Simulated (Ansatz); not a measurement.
What does this script print? It uses Ansatz 0.2.0, Python API.

Script `bh3ssi.py`:
```python
from dataclasses import dataclass

import ansatz as az
from ase import Atoms
import numpy as np


@dataclass(frozen=True)
class Options:
    basis: str = "cc-pVDZ"
    xc: str = "r2scan"


opts = Options()

atoms = Atoms(["B", "Si", "S", "H", "H", "H"], positions=[
    (-0.8121, -0.9086, -0.1365),
    (0.4305, 0.6222, 0.1994),
    (0.9501, -1.2887, 0.3625),
    (-1.6596, -1.0858, -0.9124),
    (0.921, 1.2728, -1.0414),
    (0.2122, 1.324, 1.4821),
])
geometry = az.Crystal.molecule_from_ase(atoms)

symbols = [site.symbol for site in geometry.cartesian_sites]
start = np.array([site.position_ang for site in geometry.cartesian_sites])
axis = (start[4] - start[1]) / np.linalg.norm(start[4] - start[1])
moving = [4]
lengths, energies = [1.306, 1.366, 1.425, 1.484, 1.544, 1.603, 1.663, 1.752], []
for length in lengths:
    xyz = start.copy()
    xyz[moving] += (length - np.linalg.norm(start[4] - start[1])) * axis
    point = az.Crystal.molecule()
    for symbol, place in zip(symbols, xyz):
        point = point.atom(symbol, place.tolist())
    job = point.calculation().basis(gaussian=opts.basis).functional(opts.xc)
    data = job.run(threads=1).report
    energies.append(data["free_energy_ev"])
    print(f"r = {length:6.3f} A  E = {energies[-1]:.5f} eV  <S^2> = {abs(data['mean_field']['state']['spin_squared']):.3f}")

fit = np.polynomial.Polynomial.fit(lengths, np.array(energies) - min(energies), 4).convert()
roots = [r.real for r in fit.deriv().roots() if abs(r.imag) < 1e-9 and fit.deriv(2)(r.real) > 0]
r_e = min(roots, key=lambda r: abs(r - lengths[int(np.argmin(energies))]))
print(f"minimum of the fit at {r_e:.4f} A, force constant {fit.deriv(2)(r_e):.2f} eV/A^2")
```

```console
$ python bh3ssi.py
r =  1.306 A  E = -19434.67818 eV  <S^2> = 0.000
r =  1.366 A  E = -19434.91238 eV  <S^2> = 0.000
r =  1.425 A  E = -19435.03761 eV  <S^2> = 0.000
r =  1.484 A  E = -19435.08118 eV  <S^2> = 0.000
r =  1.544 A  E = -19435.06025 eV  <S^2> = 0.000
r =  1.603 A  E = -19434.99023 eV  <S^2> = 0.000
r =  1.663 A  E = -19434.88091 eV  <S^2> = 0.000
r =  1.752 A  E = -19434.66853 eV  <S^2> = 0.000
minimum of the fit at 1.4923 A, force constant 17.65 eV/A^2
```

Caveats:
- Total energies depend on the basis set; only differences at equal settings carry meaning.
- The rest of the molecule is held rigid at a force-field or estimated start geometry, and the basis set is modest; single-reference methods fail as a bond breaks.
- The orbitals are restricted, so S² is zero by construction.
- It ran for 12 s on 1 thread of Intel(R) Xeon(R) Processor @ 2.30GHz, on a shared host, peak memory 0.23 GiB.
